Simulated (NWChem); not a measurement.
System: Na anion

Input file for NWChem:

```
start job
memory heap 200 mb stack 700 mb global 900 mb
charge -1
geometry units angstroms noautoz
  Na     0.000000     0.000000     0.000000
end
basis spherical
  * library 6-31+g*
end
dft
  xc xctpssh
  iterations 150
  mulliken
end
task dft energy
```

The highest occupied level is positive, so the extra electron may be held by the finite basis.

Task: Predict the main results of this run. (TPSSh/6-31+G* (spherical d).) Quantities: energy (Ha); highest occupied level (eV); orbital gap (eV).

Result: 
```json
{
  "energy (Ha)": "-162.29",
  "highest occupied level (eV)": "0.66",
  "orbital gap (eV)": "1.09"
}
```
